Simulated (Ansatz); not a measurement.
(1) Predict a relaxed structure of Al(NH3)H3 (AlNH6), charge 0, singlet, at r2SCAN-D4/def2-TZVP (Ansatz).

## Answers

(1) 
Cartesian coordinates in Å:
```
Al -0.7202 0.5530 0.5651
N 0.6659 -0.5112 -0.5224
H 1.3869 0.0990 -0.8973
H 0.2300 -0.9904 -1.3053
H 1.1242 -1.2131 0.0520
H -1.6910 -0.6468 0.9942
H -1.2389 1.5486 -0.5776
H 0.2431 1.1610 1.6913
```
Point group C3v (tolerance 0.1 Å). This is one stationary point.
